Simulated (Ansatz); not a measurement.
C (R-3m, No. 166, 4 atoms in the cell; start mp-569304; another form than the element's usual one)

Computed with LDA (Ansatz, an electronic-structure program, plane waves, PAW).

Run with plane-wave cutoff 500 eV, 18×18×18 k mesh, Fermi–Dirac smearing 0.05 eV, scalar-relativistic PAW data made under PBE.

Cell (relaxed at this level):

```cif
data_C4
_chemical_formula_sum 'C4'
_space_group_name_H-M_alt 'P 1'
_space_group_IT_number 1
_cell_length_a 9.99540
_cell_length_b 9.99540
_cell_length_c 9.99540
_cell_angle_alpha 14.050
_cell_angle_beta 14.050
_cell_angle_gamma 14.050
loop_
_space_group_symop_operation_xyz
  'x, y, z'
loop_
_atom_site_label
_atom_site_type_symbol
_atom_site_fract_x
_atom_site_fract_y
_atom_site_fract_z
_atom_site_occupancy
C1 C 0.94409 0.94409 0.94409 1
C2 C 0.05591 0.05591 0.05591 1
C3 C 0.27740 0.27740 0.27740 1
C4 C 0.72260 0.72260 0.72260 1
```

- band gap = none

Note: the relaxation could not lower the start's symmetry, so the cell can be a saddle point above a distorted one.

Computing time: very roughly 3 core-minutes.

A start named mp-… is a Materials Project structure, which need not be a measured phase.
